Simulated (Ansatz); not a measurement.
Basis sets compared for the cluster MgCl₂⁺. Charge 1, multiplicity 2. Geometry r2SCAN-D4/def2-TZVP. Ansatz on 4 threads of Arm Neoverse V2 on a shared host; times are rough, and most runs start from earlier orbitals.

Cartesian coordinates in Å:
```
Mg -0.945 -0.282 0.558
Cl 0.135 -0.792 -1.323
Cl 0.810 1.074 0.765
```

The structure comes from a short search, and lower isomers may exist.

```csv
level,functions,energy (Eh),HOMO (eV),LUMO (eV),wall time
HF/STO-3G,27,-1106.1794,-13.90,-5.64,0.1 s
HF/6-31G,39,-1118.2777,-16.18,-7.75,0.15 s
PBE-D4/def2-SVP,54,-1119.3753,-12.93,-12.05,0.5 s
PBE0-D4/def2-SVP,54,-1119.4628,-14.34,-11.20,0.65 s
```

Q: Estimate the rows for PBE-D4/def2-TZVP, PBE0-D4/def2-TZVP (with forces).

A: 
```json
{"level": "PBE-D4/def2-TZVP", "functions": "106", "energy (Eh)": "-1119.7653", "HOMO (eV)": "-12.90", "LUMO (eV)": "-11.95", "wall time": "0.85 s"}
{"level": "PBE0-D4/def2-TZVP (with forces)", "functions": "106", "energy (Eh)": "-1119.8502", "HOMO (eV)": "-14.29", "LUMO (eV)": "-11.06", "wall time": "1.9 s"}
```
